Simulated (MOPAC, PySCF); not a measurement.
F₄Si, SMILES `F[Si](F)(F)F`, neutral singlet in the gas phase. 

Z-matrix (Å, degrees):
```
Si
F 1 1.5673
F 1 1.5673 2 109.47
F 1 1.5673 2 109.47 3 120.00
F 1 1.5673 2 109.47 3 -120.00
```
Charge 0, spin multiplicity 1.

All levels are single points at this geometry (B3LYP-D3(BJ)/def2-TZVP); Pople sets use spherical d functions. Orbital energies aren't observables, and empty levels follow the basis.

B3LYP-D3(BJ)/def2-TZVP in PySCF gives HOMO (eV) = -12.45.

Estimate the HOMO (eV) from each of these levels: PBE-D3(BJ)/def2-TZVP in PySCF; B3LYP/6-31G* in PySCF; B3LYP/LANL2DZ in PySCF; BP86/6-31G* in PySCF; SVWN5/6-31G* in PySCF; HF/3-21G in PySCF; HF/STO-3G in PySCF; PM7 in MOPAC.


```tsv
level	HOMO (eV)
PBE-D3(BJ)/def2-TZVP in PySCF	-10.58
B3LYP/6-31G* in PySCF	-11.92
B3LYP/LANL2DZ in PySCF	-12.93
BP86/6-31G* in PySCF	-10.15
SVWN5/6-31G* in PySCF	-10.24
HF/3-21G in PySCF	-18.19
HF/STO-3G in PySCF	-12.01
PM7 in MOPAC	-15.70
```
